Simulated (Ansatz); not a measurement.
Reaction (hydrogenolysis of a C–F bond): `NC(N)(N)F` + H₂ → `NC(N)N` + H–F

Program: Ansatz. Geometries: PBE0-D4/def2-TZVP. ΔE: electronic, gas phase. CBS: MP2 limit from def2 TZ/QZ plus the TZ coupled-cluster correction, frozen cores. This one scheme is used for every species. DFT in def2-TZVPP. B3LYP here is the variant with VWN-RPA as its local correlation; programs differ in this. HSE06 is defined as in plane-wave codes. Each species was taken in one conformer, which may not be the lowest.

```json
{"level": "LDA (SPW92)", "ΔE (kJ/mol)": "-11.3", "difference from CCSD(T)/CBS": "23.0"}
{"level": "PBE-D4", "ΔE (kJ/mol)": "-22.3", "difference from CCSD(T)/CBS": "12.0"}
{"level": "revPBE-D4", "ΔE (kJ/mol)": "-22.8", "difference from CCSD(T)/CBS": "11.5"}
{"level": "r2SCAN-D4", "ΔE (kJ/mol)": "-12.8", "difference from CCSD(T)/CBS": "21.5"}
{"level": "B97M-V", "ΔE (kJ/mol)": "-15.8", "difference from CCSD(T)/CBS": "18.5"}
{"level": "PBE0-D4", "ΔE (kJ/mol)": "-26.0", "difference from CCSD(T)/CBS": "8.3"}
{"level": "r2SCANh-D4", "ΔE (kJ/mol)": "-15.5", "difference from CCSD(T)/CBS": "18.8"}
{"level": "r2SCAN0-D4", "ΔE (kJ/mol)": "-19.1", "difference from CCSD(T)/CBS": "15.2"}
{"level": "HSE06-D4", "ΔE (kJ/mol)": "-26.4", "difference from CCSD(T)/CBS": "7.9"}
{"level": "BHLYP-D4", "ΔE (kJ/mol)": "-24.1", "difference from CCSD(T)/CBS": "10.2"}
{"level": "CAM-B3LYP-D4", "ΔE (kJ/mol)": "-18.3", "difference from CCSD(T)/CBS": "16.0"}
{"level": "ωB97X-V", "ΔE (kJ/mol)": "-17.5", "difference from CCSD(T)/CBS": "16.8"}
{"level": "ωB97M-V", "ΔE (kJ/mol)": "-19.1", "difference from CCSD(T)/CBS": "15.2"}
{"level": "B2PLYP", "ΔE (kJ/mol)": "-27.0", "difference from CCSD(T)/CBS": "7.3"}
{"level": "PBE-QIDH", "ΔE (kJ/mol)": "-29.5", "difference from CCSD(T)/CBS": "4.8"}
{"level": "PBE", "ΔE (kJ/mol)": "-23.9", "difference from CCSD(T)/CBS": "10.4"}
{"level": "revPBE", "ΔE (kJ/mol)": "-28.6", "difference from CCSD(T)/CBS": "5.7"}
{"level": "BLYP", "ΔE (kJ/mol)": "-24.0", "difference from CCSD(T)/CBS": "10.3"}
{"level": "r2SCAN", "ΔE (kJ/mol)": "-13.2", "difference from CCSD(T)/CBS": "21.1"}
{"level": "PBE0", "ΔE (kJ/mol)": "-27.4", "difference from CCSD(T)/CBS": "6.9"}
{"level": "B3LYP", "ΔE (kJ/mol)": "-25.6", "difference from CCSD(T)/CBS": "8.7"}
{"level": "r2SCANh", "ΔE (kJ/mol)": "-15.9", "difference from CCSD(T)/CBS": "18.4"}
{"level": "HSE06", "ΔE (kJ/mol)": "-27.7", "difference from CCSD(T)/CBS": "6.6"}
{"level": "BHLYP", "ΔE (kJ/mol)": "-25.9", "difference from CCSD(T)/CBS": "8.4"}
{"level": "CAM-B3LYP", "ΔE (kJ/mol)": "-19.7", "difference from CCSD(T)/CBS": "14.6"}
{"level": "LC-ωPBE", "ΔE (kJ/mol)": "-23.1", "difference from CCSD(T)/CBS": "11.2"}
{"level": "RPA@PBE/def2-TZVPP", "ΔE (kJ/mol)": "-27.3", "difference from CCSD(T)/CBS": "7.0"}
{"level": "HF/def2-SVP", "ΔE (kJ/mol)": "-13.1", "difference from CCSD(T)/CBS": "21.2"}
{"level": "MP2/def2-SVP", "ΔE (kJ/mol)": "-10.0", "difference from CCSD(T)/CBS": "24.3"}
{"level": "HF/def2-TZVPP", "ΔE (kJ/mol)": "-27.3", "difference from CCSD(T)/CBS": "7.0"}
{"level": "MP2/def2-TZVPP", "ΔE (kJ/mol)": "-33.4", "difference from CCSD(T)/CBS": "0.9"}
{"level": "SCS-MP2/def2-TZVPP", "ΔE (kJ/mol)": "-32.3", "difference from CCSD(T)/CBS": "2.0"}
{"level": "CCSD/def2-TZVPP", "ΔE (kJ/mol)": "-33.1", "difference from CCSD(T)/CBS": "1.2"}
{"level": "CCSD(T)/def2-TZVPP", "ΔE (kJ/mol)": "-30.4", "difference from CCSD(T)/CBS": "3.9"}
{"level": "HF/def2-QZVPP", "ΔE (kJ/mol)": "-28.4", "difference from CCSD(T)/CBS": "5.9"}
{"level": "MP2/def2-QZVPP", "ΔE (kJ/mol)": "-36.1", "difference from CCSD(T)/CBS": "-1.8"}
{"level": "SCS-MP2/def2-QZVPP", "ΔE (kJ/mol)": "-35.1", "difference from CCSD(T)/CBS": "-0.8"}
{"level": "HF/CBS(def2)", "ΔE (kJ/mol)": "-28.6", "difference from CCSD(T)/CBS": "5.7"}
{"level": "MP2/CBS(def2)", "ΔE (kJ/mol)": "-37.4", "difference from CCSD(T)/CBS": "-3.1"}
{"level": "CCSD/CBS(def2)", "ΔE (kJ/mol)": "-37.1", "difference from CCSD(T)/CBS": "-2.8"}
{"level": "CCSD(T)/CBS", "ΔE (kJ/mol)": "-34.3", "difference from CCSD(T)/CBS": "0"}
```

Largest T1 diagnostic among the species: 0.010.

From PBE to PBE0 (25 % exact exchange), in def2-TZVPP and without D4, ΔE moves by −3.5 kJ/mol. At CCSD(T), def2-SVP lies +25.3 kJ/mol from the extrapolated value and def2-TZVPP +3.9 kJ/mol.
